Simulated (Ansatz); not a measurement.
Mulliken charges of `C=S` from r2SCAN/def2-TZVPP in Ansatz (PBE0-D4/def2-TZVP geometry).

```json
{"atom": "C1", "x (Å)": "-0.082", "y (Å)": "-0.048", "z (Å)": "-0.045", "charge (e)": "-0.065"}
{"atom": "S2", "x (Å)": "1.323", "y (Å)": "0.439", "z (Å)": "0.543", "charge (e)": "-0.138"}
{"atom": "H3", "x (Å)": "-0.962", "y (Å)": "-0.180", "z (Å)": "0.586", "charge (e)": "0.102"}
{"atom": "H4", "x (Å)": "-0.223", "y (Å)": "-0.271", "z (Å)": "-1.103", "charge (e)": "0.102"}
```

Problem. By hand: the dipole of these point charges (1 e Å = 4.8032 D).

Solution. Σ q r = (-0.298, -0.103, -0.125) e Å, of length 0.339 e Å = 1.63 D.

Problem. How does the dipole of the full density compare? (Best estimate.)

Solution. Ansatz gave: (-0.320, -0.111, -0.134) e Å, 1.75 D; the point charges give 0.93 times that, at 0° from its direction.

Point charges leave out the atoms' own dipoles, such as those of lone pairs, and Mulliken's split depends on the basis, so the close match here is no proof of good charges.
